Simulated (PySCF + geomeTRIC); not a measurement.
All values below come from TPSS-D3(BJ)/def2-SVP run with PySCF + geomeTRIC. fastk is a local helper that only speeds up exchange builds. No frequencies were computed at this level.

```python
import json, numpy as np
from pyscf import gto, dft
from fastk import lowrank_exchange
atoms = """
C      1.341203     0.209844    -0.250477
N      0.057186     0.218173     0.416939
C     -0.404034    -1.126426     0.688128
C     -0.923391     0.969146    -0.337197
H      1.306502    -0.281388    -1.236886
H      1.679745     1.236022    -0.386165
H      2.064093    -0.314791     0.372621
H      0.333695    -1.639700     1.303245
H     -0.566359    -1.715376    -0.229643
H     -1.342203    -1.077784     1.239069
H     -1.857145     0.999971     0.222461
H     -0.565595     1.988869    -0.472147
H     -1.123696     0.533441    -1.329948
"""
def scf(charge, spin, dm0=None):
    mol = gto.M(atom=atoms, basis='def2-svp', ecp={}, charge=charge, spin=spin, verbose=3, max_memory=15120)
    mf = dft.KS(mol, xc='tpss').density_fit(auxbasis="def2-universal-jkfit")
    mf.disp = 'd3bj'
    mf.grids.level = 3
    mf.conv_tol = 1e-8
    mf.max_cycle = 120
    mf.level_shift = 0.25
    mf.kernel(dm0)
    if not mf.converged:
        mf = mf.newton().run(mf.mo_coeff, mf.mo_occ).undo_soscf()
    return mf
mf = scf(0, 0)
from pyscf.geomopt.geometric_solver import kernel as optimize
path = []
done, mol = optimize(mf, maxsteps=120, assert_convergence=False, callback=lambda env: path.append((env["energy"], bool(env["g_scanner"].converged))))
res = dict(converged=bool(done and path[-1][1]), energy=path[-1][0], path=[e for e, c in path], xyz=mol.atom_coords(unit="Angstrom").tolist(), nao=mol.nao)
json.dump(res, open("result.json", "w"))
```

Output:

```
converged SCF energy = -174.384717486639
Geometry optimization cycle 1
converged SCF energy = -174.384717486617
cycle 1: E = -174.384717487  dE = -174.385  norm(grad) = 0.0326176
Geometry optimization cycle 2
converged SCF energy = -174.38646776968
cycle 2: E = -174.38646777  dE = -0.00175028  norm(grad) = 0.00426934
Geometry optimization cycle 3
converged SCF energy = -174.386502982286
cycle 3: E = -174.386502982  dE = -3.52126e-05  norm(grad) = 0.00204863
Geometry optimization cycle 4
converged SCF energy = -174.386510193107
cycle 4: E = -174.386510193  dE = -7.21082e-06  norm(grad) = 0.000874375
Geometry optimization cycle 5
converged SCF energy = -174.386512511932
cycle 5: E = -174.386512512  dE = -2.31883e-06  norm(grad) = 0.000176856
Geometry optimization cycle 6
converged SCF energy = -174.386512524243
cycle 6: E = -174.386512524  dE = -1.2311e-08  norm(grad) = 7.5182e-05
<class 'geometric.internal.Distance'> : 12
<class 'geometric.internal.Angle'> : 21
<class 'geometric.internal.Dihedral'> : 18
<class 'geometric.internal.TranslationX'> : 1
<class 'geometric.internal.TranslationY'> : 1
<class 'geometric.internal.TranslationZ'> : 1
<class 'geometric.internal.RotationA'> : 1
<class 'geometric.internal.RotationB'> : 1
<class 'geometric.internal.RotationC'> : 1
Step    0 : Gradient = 9.046e-03/1.017e-02 (rms/max) Energy = -174.3847174866
Step    1 : Displace = 2.941e-02/3.745e-02 (rms/max) Trust = 1.000e-01 (=) Grad = 1.184e-03/2.245e-03 (rms/max) E (change) = -174.3864677697 (-1.750e-03) Quality = 0.940
Step    2 : Displace = 4.346e-03/5.503e-03 (rms/max) Trust = 1.414e-01 (+) Grad = 5.682e-04/1.479e-03 (rms/max) E (change) = -174.3865029823 (-3.521e-05) Quality = 1.124
Step    3 : Displace = 1.984e-03/3.779e-03 (rms/max) Trust = 2.000e-01 (+) Grad = 2.425e-04/6.925e-04 (rms/max) E (change) = -174.3865101931 (-7.211e-06) Quality = 1.381
Step    4 : Displace = 2.329e-03/4.076e-03 (rms/max) Trust = 2.828e-01 (+) Grad = 4.905e-05/9.974e-05 (rms/max) E (change) = -174.3865125119 (-2.319e-06) Quality = 0.909
Step    5 : Displace = 4.190e-04/7.230e-04 (rms/max) Trust = 3.000e-01 (+) Grad = 2.085e-05/4.195e-05 (rms/max) E (change) = -174.3865125242 (-1.231e-08) Quality = 0.128
Converged! =D
```

Cost: around 2.7 core-minutes (rough).
